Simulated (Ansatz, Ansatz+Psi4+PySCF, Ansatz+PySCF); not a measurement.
```xyz
3

N     0.0846   -0.6429    0.0000
N     0.0846    0.4799    0.0000
H    -1.1839    1.1414    0.0000
```

Basis set: cc-pVTZ (spherical functions). Correlated methods keep 2 orbitals frozen. Correlation on ROHF uses semicanonical orbitals with singles. Charge 0, multiplicity 2.

Computed with Ansatz (development build ahead of 0.2.0); each method stands on the lowest determinant of its kind that the runs found.

The atomization energy at this shape (free ground-state atoms in the same class of orbitals less the molecule, no zero-point energy) of doublet N₂H:

```json
{"method": "ROHF-CCSD(T)", "atomization energy": "8.72 eV"}
{"method": "UHF-MP2", "atomization energy": "8.68 eV"}
```

Problem. What does ROHF-MP2 give?

Solution. 9.18 eV. Caution: the shape is not the minimum. Caution for UHF-MP2: large amplitudes, a single reference is doubtful; the unrestricted determinant is spin contaminated.
